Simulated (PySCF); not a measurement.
What an electron can do to BP

r²SCAN in PySCF with def2-TZVPPD on every atom, for the lowest determinant that a PBE0 search found; no spin–orbit coupling.

| species | state (unpaired electrons) | Re (Å) | ωe (cm⁻¹) | energy of the minimum from the neutral (eV) | De (eV) | dissociates to |
| --- | --- | --- | --- | --- | --- | --- |
| BP | triplet (σ ↑, π ↑) | 1.740 | 980 | 0.00 | 3.78 | B + P |
| BP⁺ | quartet (σ ↑, π ↑↑) | 1.850 | 781 | 9.32 | 3.22 | B⁺ + P |

Work out the lowest energy to break BP into atoms, from its vibrational ground state.

D0 = De − ωe/2 = 3.78 − 0.06 = 3.72 eV (r²SCAN/def2-TZVPPD).

Work out the ionisation energy of the B atom at this level and the threshold of dissociative ionisation.

IE(B) = 9.32 + 3.22 − 3.78 = 8.76 eV, so B⁺ + P + e⁻ appears at D0 + IE(B) = 12.48 eV (r²SCAN/def2-TZVPPD). The measured IE(B) is 8.298 eV (NIST ASD).

These are thermodynamic thresholds; the onsets seen under electron impact lie higher where the geometry changes, and cross-sections peak well above them.

For an ion De counts to the pair picked by the measured ionisation energies or electron affinities, which need not be the lowest pair at this level. States were picked by a PBE0 search and need not be the measured ground states.
